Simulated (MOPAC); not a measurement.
MOPAC input (AM1):

```
AM1 PRECISE GNORM=0.05 LET XYZ CHARGE=1 GEO-OK AUX(PRECISION=9) THREADS=1
C2H6NO

O     0.44187469 1    1.33485861 1    0.12974526 1
C    -0.05433681 1    0.28429606 1    0.03240259 1
N     1.01706973 1   -0.94595571 1   -0.13354246 1
C    -1.45221658 1   -0.19963021 1    0.02418072 1
H     0.82672373 1   -1.72574334 1    0.50046318 1
H    -2.11892134 1    0.65910120 1    0.05169695 1
H    -1.64770358 1   -0.79921607 1   -0.86796571 1
H    -1.63131075 1   -0.83031322 1    0.89974415 1
H     1.94584384 1   -0.56465997 1    0.06579244 1
H     1.01020268 1   -1.30434259 1   -1.09239559 1
```

Problem. What heat of formation does the run end on?

Solution. 122.91 kcal/mol.
